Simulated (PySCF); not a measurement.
Phosphorous acid, H₃O₃P.
InChI=1S/H3O3P/c1-4(2)3/h1-3H

Torsions of this conformer, `[OH:1][P:2]([OH:3])[OH:4]`: H–O1–P2–O3 92°, H–O3–P2–O1 -163°, H–O4–P2–O1 103°.

The closed-shell ground state was solved at several levels (PySCF, density fitting, gas phase, non-relativistic). One conformer (not necessarily the lowest) at the PBE0-D3(BJ)/def2-SVP geometry, without solvent, vibrations or thermal averaging.

```tsv
level	basis functions	HOMO (eV)	LUMO (eV)	gap (eV)	dipole (D)
PBE0/def2-SVPD	117	-7.23	0.27	7.50	2.56
PBE/pcSseg-2	193	-5.84	-0.52	5.32	2.45
```

Question: What might PBE0/pcSseg-1 (90 basis functions) give for the same quantities?

Answer: HOMO -7.05 eV, LUMO 0.91 eV, gap 7.96 eV, dipole 2.90 D.

Question: Over all these levels, which gives the widest orbital gap and which the narrowest?

Answer: PBE0/pcSseg-1 (global hybrid, 25 % exact exchange) has the widest, 7.96 eV, and PBE/pcSseg-2 (GGA) the narrowest, 5.32 eV. Functional and basis both differ between the two, so the spread mixes both effects.

Question: How far do the dipole and the HOMO energy spread over the levels?

Answer: The dipole runs from 2.45 to 2.90 D (mean 2.63 D) and the HOMO from -7.23 to -5.84 eV.
